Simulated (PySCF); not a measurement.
Gas-phase reaction: B(CH₃)₃ + H ⇌ BH + 3 CH₃

Computed with PySCF and rigid-rotor harmonic-oscillator thermochemistry at 1 bar. † marks an energy on the PBE0/def2-TZVP geometry and frequencies; other levels use their own. MP2 freezes the core. 6-31G* has spherical d functions here. Open shells (unrestricted): H (multiplicity 2), CH₃ (multiplicity 2); the rest are closed-shell singlets. B3LYP is the form with VWN-RPA correlation. Methyl groups turn as free rotors in B(CH₃)₃. MP2 isn't extrapolated to the basis-set limit; its ΔH°(298 K) is 833.8 kJ in def2-SVP and 826.1 kJ in def2-TZVPP. The harmonic model lacks anharmonicity and excited electronic states, which grow with temperature; levels with a mode under 35 cm⁻¹ are left out.

| level | ΔE electronic, kJ | ΔH°(298 K), kJ | ΔS°(298 K), J/K | ΔG°(2000 K), kJ |
|---|---|---|---|---|
| B3LYP/6-31G* | 806 | 774 | 326 | 115 |
| B3LYP/def2-TZVP† | 779 | 748 | 323 | 100 |
| BLYP/def2-TZVP† | 765 | 734 | 323 | 86 |
| HF/def2-TZVP† | 612 | 582 | 323 | -67 |
| MP2/def2-TZVPP† | 857 | 826 | 323 | 177 |
| PBE/def2-SVP | 888 | 858 | 326 | 207 |
| PBE/def2-TZVP† | 851 | 821 | 323 | 172 |
| PBE0/def2-QZVP† | 839 | 809 | 323 | 160 |
| PBE0/def2-TZVP | 840 | 810 | 323 | 161 |
| LDA/def2-TZVP† | 1010 | 980 | 323 | 331 |
| ωB97X-V/def2-TZVP† | 841 | 810 | 323 | 162 |
ΔH° is lowest at HF/def2-TZVP† and highest at LDA/def2-TZVP†. No reference value is set beside these.
